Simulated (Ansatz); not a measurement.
# CH6SSi: the cost of one run

Program: Ansatz 0.2.0, Gaussian basis. Level of theory: PBE0-D4/def2-TZVP structures, single points in def2-TZVPP, no counterpoise correction. These are calculated values, not measurements.

Levels: SPW92, PBE-D4, BLYP-D4, r2SCAN-D4, B97M-V, PBE0-D4, B3LYP-D4, r2SCAN0-D4, BHLYP-D4, CAM-B3LYP-D4, wB97X-V, wB97M-V, B2PLYP, PBE-QIDH, RPA on PBE, Hartree-Fock, MP2, CCSD, CCSD(T).

Cores are frozen in the correlated methods. B3LYP uses VWN-RPA correlation. B2PLYP carries no dispersion term here.

94 further runs of the same task are left out: 94 set aside as unsound or not needed. Runs told in other sessions of the task aren't counted.

### Step 1. The system as given

The complex: 11 atoms, charge 0, spin multiplicity 1.

Atoms are counted from 1 here; the program's logs count them from 0.

Bond lengths: Si1–S2 2.144 Å, Si1–H3 1.487 Å, Si1–H4 1.485 Å, Si1–C5 1.864 Å, S2–H8 1.344 Å, C5–H9 1.094 Å, C5–H10 1.091 Å, C5–H11 1.093 Å, H6–H7 0.748 Å. Angles: S2–Si1–H3 110.0°, S2–Si1–H4 103.5°, S2–Si1–C5 112.6°, H3–Si1–H4 109.1°, H3–Si1–C5 109.9°, H4–Si1–C5 111.5°, Si1–S2–H8 94.8°, Si1–C5–H9 110.2°, Si1–C5–H10 110.8°, Si1–C5–H11 110.8°, H9–C5–H10 108.7°, H9–C5–H11 108.0°, H10–C5–H11 108.3°.

Geometry (Å):

```xyz
11
CH8SSi
Si   -0.8835   -0.8862   -0.1470
S     0.8438   -1.7571    0.7781
H    -1.4197   -1.8020   -1.1891
H    -1.8624   -0.7900    0.9655
C    -0.5304    0.7860   -0.8916
H     1.7706    1.0836    1.8841
H     1.8968    1.7880    2.1003
H     1.5634   -1.8115   -0.3556
H    -1.4416    1.2059   -1.3265
H    -0.1546    1.4761   -0.1341
H     0.2176    0.7071   -1.6841
```

Its parts: CH6SSi holds atoms 1, 2, 3, 4, 5, 8, 9, 10, 11; H2 holds atoms 6, 7. Each part counts its atoms afresh in its own runs.

### Step 2. Relaxing CH6SSi alone

relax-a/in.yaml reads:

```yaml
crystal:
  periodic: [false, false, false]
  atoms:
    - {symbol: Si, position_ang: [-0.883542, -0.886176, -0.147024]}
    - {symbol: S, position_ang: [0.843758, -1.757096, 0.778066]}
    - {symbol: H, position_ang: [-1.419694, -1.801974, -1.189078]}
    - {symbol: H, position_ang: [-1.862363, -0.790035, 0.965548]}
    - {symbol: C, position_ang: [-0.530359, 0.785976, -0.891580]}
    - {symbol: H, position_ang: [1.563392, -1.811472, -0.355566]}
    - {symbol: H, position_ang: [-1.441599, 1.205917, -1.326507]}
    - {symbol: H, position_ang: [-0.154602, 1.476115, -0.134061]}
    - {symbol: H, position_ang: [0.217556, 0.707145, -1.684090]}
basis:
  gaussian: {orbitals: def2-TZVP}
hamiltonian: {xc: pbe0, dispersion: d4}
relax: {f_tol: 0.005, max_steps: 200}
```

Run with:

```bash
$ ansatz run in.yaml --threads 4 --pin off --events-out ev --progress --plain --max-ram 9574MiB
```

**Question.** How long does this run take on 4 threads of Arm Neoverse V2, shared host?

About 7 s.
